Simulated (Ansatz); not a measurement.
Input for Ansatz (a first-principles code): R-CCSD(T)/aug-cc-pVTZ on H2O (SMILES O) with ghost functions.

Ansatz 0.2 input:
```yaml
crystal:
  periodic: [false, false, false]
  atoms:
    - {symbol: O, position_ang: [1.56850100, 0.10589200, 0.00000500]}
    - {symbol: H, position_ang: [0.60673600, -0.03396200, -0.00062800]}
    - {symbol: H, position_ang: [1.94051900, -0.78000500, 0.00022200]}
basis:
  gaussian:
    orbitals: aug-cc-pVTZ
    ghost_atoms:
      - {symbol: N, position_ang: [-1.39559100, -0.02156400, 0.00003700]}
      - {symbol: H, position_ang: [-1.62981100, 0.96109600, -0.10622400]}
      - {symbol: H, position_ang: [-1.86276700, -0.51254400, -0.75597400]}
      - {symbol: H, position_ang: [-1.83354700, -0.33077000, 0.86230700]}
magnetization: {spin_polarized: false}
correlation: {method: ccsd_t, electrons: outside_noble_gas}
scf: {lower_state_search: off}
```

It printed:

```
WARN ansatz: RAYON_NUM_THREADS=1 ignored (pool sized by the plan → 1); use --threads N
Functional definition: HF
these checks for a lower state are left out or cut short: stability, starts, cluster_reference, orbital_swaps, neighbouring_geometries, increment
integrals: 0.91 GiB planned
1162 factors; integrals over basis functions are off by at most 1.0e-3 eV
mean field: 0.43 GiB planned
mean field evaluation 1: about -2067.8161 eV, gradient 3.4e1 eV
mean field evaluation 2: about -2067.8161 eV, gradient 3.4e1 eV
mean field evaluation 4: about -2069.6863 eV, gradient 1.4e0 eV
mean field evaluation 8: about -2069.6941 eV, gradient 4.6e-5 eV
mean field -2069.69411014 eV, -76.0598556585 hartree, gradient 2.4e-6 eV, S^2 0.000000; 0 other end points of the search recorded, 0 dependent functions left out
1 core orbitals not correlated
reference -2069.69411014 eV, -76.0598556585 hartree; 4, 4 occupied and 202, 202 virtual orbitals, 1162 factors
second order -7.33020792 eV of doubles, -0.00000000 eV of singles
coupled cluster: 1.01 GiB planned
cycle   1  -7.28552049 eV  change    4.5e-2 eV  update   4.8e-2
cycle   2  -7.42480794 eV  change   -1.4e-1 eV  update   1.3e-2
cycle   3  -7.45976839 eV  change   -3.5e-2 eV  update   6.3e-3
cycle   4  -7.45566653 eV  change    4.1e-3 eV  update   1.2e-3
cycle   5  -7.45547079 eV  change    2.0e-4 eV  update   5.0e-4
cycle   6  -7.45559998 eV  change   -1.3e-4 eV  update   1.3e-4
cycle   7  -7.45554887 eV  change    5.1e-5 eV  update   4.8e-5
cycle   8  -7.45553227 eV  change    1.7e-5 eV  update   1.5e-5
cycle   9  -7.45553146 eV  change    8.1e-7 eV  update   5.3e-6
perturbative correction -0.23776689 eV, -0.0087377721 hartree
Total energy: -2077.38740849 eV, -76.3425791581 hartree
Checks for a lower state left out: stability, starts, cluster_reference, orbital_swaps, neighbouring_geometries, increment
```

The calculation finished and met its thresholds.

Cost: roughly 2.4 core-minutes.
